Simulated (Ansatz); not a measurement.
Ideal-gas functions of `FCCl` at 500 K and 1 bar, from an Ansatz frequency run at PBE0-D4/def2-TZVP.

Molar mass 68.48 g/mol, point group Cs (symmetry number 1), electronic degeneracy 1, moments of inertia 11.88, 88.921, 97.502 u Å². Harmonic wavenumbers (cm⁻¹, unscaled): 388, 770, 1011, 1112, 1259, 1375, 1499, 3095, 3171.

Use S(trans) = R[1.5 ln M + 2.5 ln T − 1.1517]; rotational temperatures θ = 24.2544 K / I; S(rot) = R[ln(√π/σ · √(T³/θAθBθC)) + 1.5]; for each mode x = 1.438777 ν̃/T, S = R[x/(eˣ − 1) − ln(1 − e⁻ˣ)] and H = RT x/(eˣ − 1); 1 cm⁻¹ = 0.0119627 kJ/mol; R = 8.31446 J/(mol·K).

Problem. By hand: the entropy, in J/(mol·K).

Solution. Translation 172.3. Rotation: θ = 2.0416, 0.2728, 0.2488 K, giving 103.0. Vibration, mode by mode: 7.82, 3.22, 1.86, 1.48, 1.05, 0.80, 0.60, 0.01, 0.01, in all 16.8. Electronic 0.0. Sum 292.1 J/(mol·K).

Problem. By hand: H − E and G − E in kJ/mol, counted from the electronic energy.

Solution. Zero-point energy ½ × 13680 × 0.0119627 = 81.8; thermal vibration 5.6; translation, rotation and pV give 4 RT = 16.6. H − E = 104.0 kJ/mol, and G − E = 104.0 − 500 × 292.1/1000 = -42.1 kJ/mol.

Vibration gives 6 % of the entropy.
